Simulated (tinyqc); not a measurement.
Extended Hueckel theory, for LiH-, step by step. The parameters take no account of the charge, which enters only through the electron count, and nothing here shows that the anion is bound. Computed by tinyqc, a small Python program that keeps every step (integrals from PySCF). Settings: charge = -1, K = 1.75, multiplicity = 2. Command: `OMP_NUM_THREADS=1 python tinyqc.py 21043 21044 out.jsonl` (the two numbers bound the seeds that draw the settings). One thread of a shared host (Intel(R) Xeon(R) Processor @ 2.60GHz), about 0.01 s of CPU time with the checks.

## Overlaps

Geometry (angstrom):
```
atom       x       y       z
Li    0.0000  0.0000  0.0000
H     0.0000  0.0000  1.5730
```

Parameters chosen for this run:
```
element  shell  Slater exponent  H_ii (eV)
H           1s           1.3000   -13.6000
Li          2s           0.6500    -5.4000
Li          2p           0.6500    -3.5000
```

Slater orbitals, each expanded in six Gaussians scaled to its exponent.

overlap S, lower triangle:
```
         1Li 2s  1Li 2px  1Li 2py  1Li 2pz   2H 1s
1Li 2s   1.0000
1Li 2px  0.0000   1.0000
1Li 2py  0.0000   0.0000   1.0000
1Li 2pz  0.0000   0.0000   0.0000   1.0000
2H 1s    0.3644   0.0000   0.0000   0.4833  1.0000
```

## Wolfsberg-Helmholz matrix

diagonal H_ii (eV): 1Li 2s -5.4000, 1Li 2px -3.5000, 1Li 2py -3.5000, 1Li 2pz -3.5000, 2H 1s -13.6000

K = 1.7500

H_ij = K' S_ij (H_ii + H_jj)/2 for i != j (the diagonal keeps H_ii), with K' = 1.75.

H (eV), lower triangle:
```
          1Li 2s  1Li 2px  1Li 2py  1Li 2pz     2H 1s
1Li 2s   -5.4000
1Li 2px   0.0000  -3.5000
1Li 2py   0.0000   0.0000  -3.5000
1Li 2pz   0.0000   0.0000   0.0000  -3.5000
2H 1s    -6.0584   0.0000   0.0000  -7.2317  -13.6000
```

## Orbitals

valence electrons = 3

Solve H C = S C e through S^(-1/2); fill by pairs from the bottom, a degenerate level sharing its electrons equally; each orbital has its largest coefficient positive (the first on a tie).

orbital energies (eV): -13.7628  -4.7421  -3.5000  -3.5000  3.7199

occupations: 2.0000  1.0000  0.0000  0.0000  0.0000

coefficients:
```
            MO1      MO2     MO3      MO4      MO5
1Li 2s   0.1156   0.8556  0.0000   0.0000   0.6813
1Li 2px  0.0000   0.0000  0.8805  -0.4741   0.0000
1Li 2py  0.0000   0.0000  0.4741   0.8805   0.0000
1Li 2pz  0.0524  -0.5169  0.0000   0.0000   1.0482
2H 1s    0.9268  -0.1300  0.0000   0.0000  -0.8381
```

sum of one-electron energies = -32.2678 eV

Within a degenerate level the vectors are fixed only up to a rotation; this is one choice.

## Mulliken analysis

P = C n C^T; charge = valence electrons (H 1, Li 1) minus the sum of (P S)_ii on the atom; overlap population = 2 sum P_ij S_ij between two atoms.

charges: 1Li -0.1483, 2H -0.8517

Overlap populations:
```
pair     value
2-1   0.233861
```
